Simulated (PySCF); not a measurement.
A simulated first-order isotropic EPR spectrum at 9.558 GHz has these lines.

Lines, field (mT) (relative intensity): 330.86 (1), 332.51 (1), 335.69 (1), 337.34 (1), 344.64 (1), 346.29 (1), 349.47 (1), 351.12 (1)

**Question.** What is g?

**Answer.** The pattern is symmetric about 340.99 mT, so g = hν/(μB·B0) = 9558/(13.99624 × 340.99) = 2.0027, a shift of +0.4 × 10⁻³ from the free-electron value.

**Question.** Which couplings and how many nuclei make this pattern?

**Answer.** The first two lines at either end are about 1.66 mT apart, which is the smallest coupling, and their intensity ratio 1:1 counts the nuclei that share it. In full: a 1:1 doublet of 13.78 mT (386 MHz), from 1 nucleus of spin 1/2; a 1:1 doublet of 4.83 mT (135 MHz), from 1 nucleus of spin 1/2; a 1:1 doublet of 1.66 mT (46 MHz), from 1 nucleus of spin 1/2. Check: Σ 2nI·a is the distance from the first to the last line, 20.26 mT.

**Question.** The radical has the formula C2H2F. Propose a structure, and say which nuclei carry the couplings.

**Answer.** The pattern alone needn't single out one isomer; the structure behind this simulation is `C=[C]F` [radical], numbered [CH2:1]=[C:2][F:3] (hydrogens: H4, H5 on C1). 13.78 mT: 19F at F3 (1 bond from C2; computed sign +); 4.83 mT: 1H at H4 (2 bonds from C2, on C1 of spin population -0.12; computed sign +); 1.66 mT: 1H at H5 (2 bonds from C2, on C1 of spin population -0.12; computed sign +). Largest spin populations (Mulliken): C2 (+0.94), C1 (-0.12), F3 (+0.09) and H4 (+0.08). No atom but C2 exceeds +0.15. The positive populations add up to 1.12 and the negative ones to -0.12, together 2S = 1.

Method: UKS B3LYP, pcH-1 on C F H, non-relativistic, mean-field spin-orbit, GIAO (PySCF 2.14.0). Isolated species at its GFN2-xTB geometry, gas phase. A GFN2-xTB geometry isn't a minimum of the functional, and hyperfine couplings can be far from their values at a DFT geometry.

First-order positions only. To second order lines move to lower field by a²/(2B0)·[J(J+1) − M²], with J the total spin of the equivalent nuclei and M its projection: up to 0.14 mT for the 13.78 mT coupling at this field.

Rare isotopes and splittings under 0.04 mT were left out of the simulation.
